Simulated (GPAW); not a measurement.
# RPBE-D4/dzp (scalar-relativistic datasets) run of BNH4 (SMILES BN)

We compute a geometry optimisation of BNH4. Input form: an ASE script.

Program for the calculation: GPAW 26.7.0.

3 further runs of the same task are left out: 3 set aside as unsound or not needed.

## (1) Starting point

BNH4: 6 atoms, total charge 0, spin state singlet. As SMILES, `BN`. Geometry: relaxed at PBE0-D4/def2-TZVP. The run starts from this shape.

Bond lengths: B1–N2 1.385 Å, B1–H3 1.197 Å, B1–H4 1.197 Å, N2–H5 1.006 Å, N2–H6 1.006 Å. Angles: B1–N2–H5 123.2°, B1–N2–H6 123.2°, N2–B1–H3 119.0°, N2–B1–H4 119.0°, H5–N2–H6 113.5°, H3–B1–H4 122.0°.

## (2) A structure relaxation at RPBE-D4/dzp (scalar-relativistic datasets)

The input, run.py:

```python
import numpy as np
from ase import Atoms
from ase.calculators.mixing import SumCalculator
from ase.io import write
from ase.optimize import FIRE2
from ase.units import Bohr
from dftd4.ase import DFTD4
from gpaw import GPAW

positions_bohr = np.array(
              [[ -0.242263,  -1.284258,  -0.048377],
               [  0.276089,   1.280100,   0.020409],
               [  0.426700,  -2.585145,   1.677132],
               [ -1.345485,  -2.132934,  -1.831523],
               [ -0.229791,   2.482533,  -1.362115],
               [  1.194307,   2.119139,   1.457546]])
molecule = Atoms('BNHHHH', positions=positions_bohr * Bohr)
molecule.center(vacuum=4.0)

calculator = GPAW(mode='lcao',
                  xc='RPBE',
                  basis='dzp',
                  symmetry='off',
                  h=0.16,
                  maxiter=100,
                  poissonsolver={'name': 'MomentCorrectionPoissonSolver', 'poissonsolver': 'fast', 'moment_corrections': 9},
                  txt='-')
molecule.calc = SumCalculator([DFTD4(method='RPBE'), calculator])

opt = FIRE2(molecule, trajectory='gs.traj')
converged = opt.run(fmax=0.05, steps=100)
print('Converged:', converged)
print(f'Final energy: {molecule.get_potential_energy():.5f} eV')
print(f'r(H5-N1) = {molecule.get_distance(5, 1):.4f} Ang')
print(f'r(H3-B0) = {molecule.get_distance(3, 0):.4f} Ang')
write('relaxed.xyz', molecule)
```

Started as:

```console
$ python3 run.py
```

What it wrote:

```text
__  _  _
 | _ |_)|_||  |
 |__||  | ||/\| - 26.7.0

units:  Angstrom and eV
cores:  1
OpenMP: False

Versions:
  Python: 3.12.14
  ASE:    3.29.0
  Numpy:  2.5.5
  Scipy:  1.18.1
  Libxc:  7.0.0

        _gpaw.cpython-312-aarch64-linux-gnu.so

Input parameters:
  mode=LCAO(),
  basis={'default': 'dzp'},
  h=0.16,
  maxiter=100,
  poissonsolver=PoissonSolver(name='MomentCorrectionPoissonSolver', poissonsolver='fast', moment_corrections=9),
  symmetry=Symmetry(point_group=False, time_reversal=False),
  xc=XC(name='RPBE')
        .----------------------.
       /|                      |
      / |                      |
     /  |                      |
    /   |                      |
   /    |                      |
  /     |                      |
 *      |                      |
 |      |         H            |
 |      |       HN             |
 |      |      B               |
 |      |     H                |
 |      .----------------------.
 |     /                      /
 |    /                      /
 |   /                      /
 |  /                      /
 | /                      /
 |/                      /
 *----------------------*

Atoms  # Å, Bohr magnetons
|   | symbol |        x |        y |        z |    initial magnetic moments |
|---|--------|----------|----------|----------|-----------------------------|
| 0 |      B | 4.583800 | 4.688400 | 4.943600 | ( 0.0000,  0.0000,  0.0000) |
| 1 |      N | 4.858100 | 6.045400 | 4.980000 | ( 0.0000,  0.0000,  0.0000) |
| 2 |      H | 4.937800 | 4.000000 | 5.856700 | ( 0.0000,  0.0000,  0.0000) |
| 3 |      H | 4.000000 | 4.239300 | 4.000000 | ( 0.0000,  0.0000,  0.0000) |
| 4 |      H | 4.590400 | 6.681700 | 4.248400 | ( 0.0000,  0.0000,  0.0000) |
| 5 |      H | 5.344000 | 6.489400 | 5.740500 | ( 0.0000,  0.0000,  0.0000) |

Unit cell  # Å
| periodic |        x |         y |        z |   lengths |    angles |
|----------|----------|-----------|----------|-----------|-----------|
|       no | 9.344000 |  0.000000 | 0.000000 |  9.344000 | 90.000000 |
|       no | 0.000000 | 10.681700 | 0.000000 | 10.681700 | 90.000000 |
|       no | 0.000000 |  0.000000 | 9.856700 |  9.856700 | 90.000000 |

Number of symmetries: 1
Symmetry operations  # r_c * U_cc + t_c -> r_c
|   | kind |            matrix            |
|---|------|------------------------------|
| 0 |  E   |  1, 0, 0,  0, 1, 0,  0, 0, 1 |

BZ-sampling:
  Number of BZ points: 1
  Number of IBZ points: 1

  Monkhorst-Pack size: [1, 1, 1]
  Monkhorst-Pack shift: [0, 0, 0]

K-points  # in reciprocal-cell coordinates
|   |                                coordinates |     weight |
|---|--------------------------------------------|------------|
| 0 | (  0.00000000,   0.00000000,   0.00000000) | 1.00000000 |

basis functions: 46
Spin-components: 1 (collinear spins)
Bands:           12
Projectors:      22
Spin-degeneracy: 2
Datatype:        <class 'float'>

  Storage: CPU
  Wave functions: 4_416 bytes (4_416 per core)

Parallelization:
  kpt:    1
  domain: 1
  band:   1

Density:
  Valence electrons: 12.0
  Components: 1
  Grid points: [60 68 60]
  Charge: 0.0  # |e|

Potential:
  Grid points: [60 68 60]

species:
  B:
    name:    Boron
    Z:       5.0
    valence: 3
    core:    2
    charge:  0.0  # [|e|]
    file:    B.RPBE.gz
    compensation charges:
      type: gauss
      rc: 0.20  # [Å]
      lmax: 2
    cutoffs:
      filter: 1.14  # [Å]
      core: 1.38  # [Å]
    projectors
    | kind |    occ | energy [eV] | rcut [Å] |
    |------|--------|-------------|----------|
    |   2s |  2.000 |      -9.489 |    0.635 |
    |   2p |  1.000 |      -3.587 |    0.635 |
    |    s |        |      17.723 |    0.635 |
    |    p |        |      23.625 |    0.635 |
    |    d |        |       0.000 |    0.635 |

    LCAO basis set for B:
      Name: dzp
      File: B.dzp.basis.gz
      Number of radial functions: 5
      Number of spherical harmonics: 13
        l=0, rc=6.6719 Bohr: 2s-sz confined orbital
        l=1, rc=8.2188 Bohr: 2p-sz confined orbital
        l=0, rc=3.7500 Bohr: 2s-dz split-valence wave
        l=1, rc=4.6094 Bohr: 2p-dz split-valence wave
        l=2, rc=8.2188 Bohr: d-type Gaussian polarization
      Number of RI-basis functions 0

  N:
    name:    Nitrogen
    Z:       7.0
    valence: 5
    core:    2
    charge:  0.0  # [|e|]
    file:    N.RPBE.gz
    compensation charges:
      type: gauss
      rc: 0.18  # [Å]
      lmax: 2
    cutoffs:
      filter: 1.11  # [Å]
      core: 0.96  # [Å]
    projectors
    | kind |    occ | energy [eV] | rcut [Å] |
    |------|--------|-------------|----------|
    |   2s |  2.000 |     -18.658 |    0.603 |
    |   2p |  3.000 |      -7.050 |    0.529 |
    |    s |        |       8.553 |    0.603 |
    |    p |        |      20.161 |    0.529 |
    |    d |        |       0.000 |    0.577 |

    LCAO basis set for N:
      Name: dzp
      File: N.dzp.basis.gz
      Number of radial functions: 5
      Number of spherical harmonics: 13
        l=0, rc=4.8594 Bohr: 2s-sz confined orbital
        l=1, rc=6.0625 Bohr: 2p-sz confined orbital
        l=0, rc=2.6094 Bohr: 2s-dz split-valence wave
        l=1, rc=3.2656 Bohr: 2p-dz split-valence wave
        l=2, rc=6.0625 Bohr: d-type Gaussian polarization
      Number of RI-basis functions 0

[... 31 lines left out ...]
Reference energy: -2205.306007  # eV
[... 13 lines left out ...]
  Fourier metric: weight=20.0, sigma=0.015
[... 67 lines left out ...]
|   |                                coordinates |     weight |
[... 129 lines left out ...]
Reference energy: -2205.306007  # eV
[... 13 lines left out ...]
  Fourier metric: weight=20.0, sigma=0.015
[... 17 lines left out ...]
convergence criteria:
- Maximum [total energy] change in last 3 cyles: 0.0005 eV / valence electron
[... 14 lines left out ...]
Converged in 9 steps
[... 12 lines left out ...]
  Free energy:     -28.248716
[... 2 lines left out ...]
dipole moment: (0.089256, 0.442192, 0.011842)  # |e|*Ang
[... 70 lines left out ...]
convergence criteria:
- Maximum [total energy] change in last 3 cyles: 0.0005 eV / valence electron
[... 14 lines left out ...]
Converged in 6 steps
[... 12 lines left out ...]
  Free energy:     -28.272092
[... 2 lines left out ...]
dipole moment: (0.089556, 0.444710, 0.011996)  # |e|*Ang
[... 69 lines left out ...]
convergence criteria:
- Maximum [total energy] change in last 3 cyles: 0.0005 eV / valence electron
[... 14 lines left out ...]
Converged in 6 steps
[... 12 lines left out ...]
  Free energy:     -28.291488
[... 2 lines left out ...]
dipole moment: (0.088752, 0.442600, 0.012153)  # |e|*Ang
[... 69 lines left out ...]
convergence criteria:
- Maximum [total energy] change in last 3 cyles: 0.0005 eV / valence electron
[... 14 lines left out ...]
Converged in 6 steps
[... 12 lines left out ...]
  Free energy:     -28.294925
[... 2 lines left out ...]
dipole moment: (0.086584, 0.435159, 0.012282)  # |e|*Ang
[... 114 lines left out ...]
convergence criteria:
- Maximum [total energy] change in last 3 cyles: 0.0005 eV / valence electron
[... 13 lines left out ...]
Converged in 5 steps
[... 12 lines left out ...]
  Free energy:     -28.297144
[... 2 lines left out ...]
dipole moment: (0.087487, 0.439284, 0.012362)  # |e|*Ang
[... 69 lines left out ...]
convergence criteria:
- Maximum [total energy] change in last 3 cyles: 0.0005 eV / valence electron
[... 14 lines left out ...]
Converged in 6 steps
[... 12 lines left out ...]
  Free energy:     -28.297663
[... 2 lines left out ...]
dipole moment: (0.087734, 0.441021, 0.012464)  # |e|*Ang
[... 69 lines left out ...]
convergence criteria:
- Maximum [total energy] change in last 3 cyles: 0.0005 eV / valence electron
[... 14 lines left out ...]
Converged in 6 steps
[... 12 lines left out ...]
  Free energy:     -28.297972
[... 2 lines left out ...]
dipole moment: (0.087858, 0.442432, 0.012584)  # |e|*Ang
[... 69 lines left out ...]
convergence criteria:
- Maximum [total energy] change in last 3 cyles: 0.0005 eV / valence electron
[... 13 lines left out ...]
Converged in 5 steps
[... 12 lines left out ...]
  Free energy:     -28.298131
[... 2 lines left out ...]
dipole moment: (0.087745, 0.442949, 0.012710)  # |e|*Ang
[... 69 lines left out ...]
convergence criteria:
- Maximum [total energy] change in last 3 cyles: 0.0005 eV / valence electron
[... 12 lines left out ...]
Converged in 4 steps
[... 12 lines left out ...]
  Free energy:     -28.298267
[... 2 lines left out ...]
dipole moment: (0.087496, 0.442892, 0.012839)  # |e|*Ang
[... 50 lines left out ...]
Atoms  # Å, Bohr magnetons
|   | symbol |        x |        y |        z |    initial magnetic moments |
|---|--------|----------|----------|----------|-----------------------------|
| 0 |      B | 4.582489 | 4.678168 | 4.943454 | ( 0.0000,  0.0000,  0.0000) |
| 1 |      N | 4.865095 | 6.051914 | 4.978590 | ( 0.0000,  0.0000,  0.0000) |
| 2 |      H | 4.946675 | 3.977848 | 5.880918 | ( 0.0000,  0.0000,  0.0000) |
| 3 |      H | 3.983623 | 4.224375 | 3.975077 | ( 0.0000,  0.0000,  0.0000) |
| 4 |      H | 4.587464 | 6.702351 | 4.235694 | ( 0.0000,  0.0000,  0.0000) |
| 5 |      H | 5.355765 | 6.507140 | 5.755471 | ( 0.0000,  0.0000,  0.0000) |

Unit cell  # Å
| periodic |        x |         y |        z |   lengths |    angles |
|----------|----------|-----------|----------|-----------|-----------|
|       no | 9.344000 |  0.000000 | 0.000000 |  9.344000 | 90.000000 |
|       no | 0.000000 | 10.681700 | 0.000000 | 10.681700 | 90.000000 |
|       no | 0.000000 |  0.000000 | 9.856700 |  9.856700 | 90.000000 |

Initialization done in: 0.737 s

convergence criteria:
- Maximum [total energy] change in last 3 cyles: 0.0005 eV / valence electron
- Maximum integral of absolute [dens]ity change: 0.0001 electrons / valence electron
- Maximum integral of absolute [eigenst]ate change: 4e-08 eV^2 / valence electron
maximum number of iterations: 100

SCF iterations
|iter     |     time |      energy | eigst |  dens |
|---------|----------|-------------|-------|-------|
|iter:   1| 00:00:50 |  -28.298444c|      c|       |
|iter:   2| 00:00:51 |  -28.298444c|      c| -3.52 |
|iter:   3| 00:00:52 |  -28.298440c|      c| -3.56 |
|iter:   4| 00:00:52 |  -28.298439c|      c| -4.10c|

Converged in 4 steps
SCF loop duration: 1.898 s (0.474 s/step)
Energy contributions relative to reference atoms: (reference = -2205.306007)

Energy contributions:
  Kinetic:          21.283202
  Coulomb:         -25.204811
  Zero:              0.155376
  External:          0.000000
  Xc:              -24.532207
  Entropy:           0.000000
  Spinorbit:         0.000000
  ----------------------------
  Free energy:     -28.298439
  Extrapolated:    -28.298439

dipole moment: (0.087242, 0.442825, 0.012980)  # |e|*Ang

Fermi level: -3.775
Eigenvalues  # (at kpt = [0.000, 0.000, 0.000])
| band index |      eig [eV] | occ [0-2] |
|------------|---------------|-----------|
|          0 |       -21.552 |     2.000 |
|          1 |       -12.725 |     2.000 |
|          2 |       -12.502 |     2.000 |
[... 8 lines of this table left out ...]
|         11 |         5.665 |     0.000 |

Gap: 6.588 eV
Transition (v -> c):
  (s=0, k=0, n=5, [0.00, 0.00, 0.00]) -> (s=0, k=0, n=6, [0.00, 0.00, 0.00])
No difference between direct/indirect transitions
vacuum-level: 0.000  # V

Forces  # eV/Ang
|        x |        y |        z |
|----------|----------|----------|
| -0.00540 | -0.07479 | -0.00300 |  # B    0
|  0.01846 | -0.02624 | -0.00810 |  # N    1
| -0.00878 | -0.02561 | -0.00948 |  # H    2
| -0.00119 | -0.02035 |  0.01064 |  # H    3
| -0.00237 |  0.06009 | -0.03084 |  # H    4
|  0.03663 |  0.05331 |  0.04041 |  # H    5

Force computation time: 0.193  # s
FIRE2:   10 hh:mm:ss      -28.513390        0.073129
        .----------------------.
       /|                      |
      / |                      |
     /  |                      |
    /   |                      |
   /    |                      |
  /     |                      |
 *      |                      |
 |      |         H            |
 |      |       HN             |
 |      |      B               |
 |      |     H                |
 |      .----------------------.
 |     /                      /
 |    /                      /
 |   /                      /
 |  /                      /
 | /                      /
 |/                      /
 *----------------------*

Atoms  # Å, Bohr magnetons
|   | symbol |        x |        y |        z |    initial magnetic moments |
|---|--------|----------|----------|----------|-----------------------------|
| 0 |      B | 4.582491 | 4.677152 | 4.943413 | ( 0.0000,  0.0000,  0.0000) |
| 1 |      N | 4.865619 | 6.051188 | 4.978342 | ( 0.0000,  0.0000,  0.0000) |
| 2 |      H | 4.946523 | 3.977363 | 5.880778 | ( 0.0000,  0.0000,  0.0000) |
| 3 |      H | 3.983588 | 4.224025 | 3.975266 | ( 0.0000,  0.0000,  0.0000) |
| 4 |      H | 4.587887 | 6.703188 | 4.236112 | ( 0.0000,  0.0000,  0.0000) |
| 5 |      H | 5.355909 | 6.508098 | 5.755232 | ( 0.0000,  0.0000,  0.0000) |

Unit cell  # Å
| periodic |        x |         y |        z |   lengths |    angles |
|----------|----------|-----------|----------|-----------|-----------|
|       no | 9.344000 |  0.000000 | 0.000000 |  9.344000 | 90.000000 |
|       no | 0.000000 | 10.681700 | 0.000000 | 10.681700 | 90.000000 |
|       no | 0.000000 |  0.000000 | 9.856700 |  9.856700 | 90.000000 |

Initialization done in: 0.735 s

convergence criteria:
- Maximum [total energy] change in last 3 cyles: 0.0005 eV / valence electron
- Maximum integral of absolute [dens]ity change: 0.0001 electrons / valence electron
- Maximum integral of absolute [eigenst]ate change: 4e-08 eV^2 / valence electron
maximum number of iterations: 100

SCF iterations
|iter     |     time |      energy | eigst |  dens |
|---------|----------|-------------|-------|-------|
|iter:   1| 00:00:53 |  -28.298621c|      c|       |
|iter:   2| 00:00:54 |  -28.298620c|      c| -3.46 |
|iter:   3| 00:00:55 |  -28.298614c|      c| -3.50 |
|iter:   4| 00:00:55 |  -28.298614c|      c| -4.07c|

Converged in 4 steps
SCF loop duration: 1.904 s (0.476 s/step)
Energy contributions relative to reference atoms: (reference = -2205.306007)

Energy contributions:
  Kinetic:          21.233838
  Coulomb:         -25.167743
  Zero:              0.155798
  External:          0.000000
  Xc:              -24.520506
  Entropy:           0.000000
  Spinorbit:         0.000000
  ----------------------------
  Free energy:     -28.298614
  Extrapolated:    -28.298614

dipole moment: (0.087020, 0.442788, 0.013113)  # |e|*Ang

Fermi level: -3.774
Eigenvalues  # (at kpt = [0.000, 0.000, 0.000])
| band index |      eig [eV] | occ [0-2] |
|------------|---------------|-----------|
|          0 |       -21.546 |     2.000 |
|          1 |       -12.728 |     2.000 |
|          2 |       -12.490 |     2.000 |
[... 8 lines of this table left out ...]
|         11 |         5.668 |     0.000 |

Gap: 6.584 eV
Transition (v -> c):
  (s=0, k=0, n=5, [0.00, 0.00, 0.00]) -> (s=0, k=0, n=6, [0.00, 0.00, 0.00])
No difference between direct/indirect transitions
vacuum-level: 0.000  # V

Forces  # eV/Ang
|        x |        y |        z |
|----------|----------|----------|
|  0.00002 | -0.04715 | -0.00284 |  # B    0
|  0.01900 |  0.00303 | -0.00333 |  # N    1
| -0.00636 | -0.03178 | -0.00343 |  # H    2
| -0.00520 | -0.02465 |  0.00425 |  # H    3
| -0.00092 |  0.03775 | -0.02155 |  # H    4
|  0.02740 |  0.03282 |  0.02819 |  # H    5

Force computation time: 0.192  # s
FIRE2:   11 hh:mm:ss      -28.513544        0.048440
Converged: True
Final energy: -28.51354 eV
r(H5-N1) = 1.0260 Ang
r(H3-B0) = 1.2253 Ang
```

Run time: 56 s. Hardware: 1 thread of Arm Neoverse V2, shared host; peak memory 0.87 GiB.

Step by step:

```
step  energy from the first frame kept (eV)  largest force (eV/Å)
   0                                 0.0000                0.9876
   1                                -0.0232                0.5448
   2                                -0.0421                0.4346
   3                                -0.0447                0.3659
   4                                -0.0466                0.2095
   5                                -0.0472                0.1603
   6                                -0.0477                0.1193
   7                                -0.0481                0.0714
   8                                -0.0482                0.0991
   9                                -0.0483                0.0830
  10                                -0.0485                0.0731
  11                                -0.0486                0.0484
```

After the run. Bond lengths: B1–N2 1.403 Å, B1–H3 1.225 Å, B1–H4 1.225 Å, N2–H5 1.026 Å, N2–H6 1.026 Å. Angles: B1–N2–H5 123.3°, B1–N2–H6 123.5°, N2–B1–H3 118.7°, N2–B1–H4 118.7°, H5–N2–H6 113.2°, H3–B1–H4 122.6°.

## (3) What came out

Level: RPBE-D4/dzp (scalar-relativistic datasets).

```
                                              quantity          value
energy as printed (from the program's reference atoms)    -28.5135 eV
                                         dipole moment         2.17 D
                                           HOMO energy       -7.07 eV
                                           LUMO energy       -0.48 eV
                                         HOMO–LUMO gap        6.58 eV
                                     dispersion energy  -20.74 kJ/mol
```

At the final geometry: Bond lengths: B1–N2 1.403 Å, B1–H3 1.225 Å, B1–H4 1.225 Å, N2–H5 1.026 Å, N2–H6 1.026 Å. Angles: B1–N2–H5 123.3°, B1–N2–H6 123.5°, N2–B1–H3 118.7°, N2–B1–H4 118.7°, H5–N2–H6 113.2°, H3–B1–H4 122.6°. The optimisation took 11 steps and changed the energy by -0.049 eV.
